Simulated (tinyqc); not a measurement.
Coupled-perturbed Hartree-Fock on RHF in the sto-3g basis, for H2F+, spin multiplicity 1, step by step. One step of it, computed by the program tinyqc.

Task: Response to a field: uncoupled start. Field along z; U_ai = -mu_ai / (e_a - e_i), alpha = -4 sum U_ai mu_ai.

orbital energies (hartree): MO1 -26.547703, MO2 -1.955152, MO3 -1.072038, MO4 -0.989417, MO5 -0.976727, MO6 -0.107279, MO7 0.036138

dipole integrals <a|z|i> (bohr):
```
           i1        i2         i3        i4        i5
a6  -0.028526  0.018626   0.000000  0.405191  0.000000
a7   0.000000  0.000000  -0.558460  0.000000  0.000000
```

Give: uncoupled U; uncoupled polarisability.

Result:

uncoupled U:
```
       i1      i2     i3      i4     i5
a6  0.001  -0.010  0.000  -0.459  0.000
a7  0.000   0.000  0.504   0.000  0.000
```

uncoupled polarisability = 1.871 bohr^3
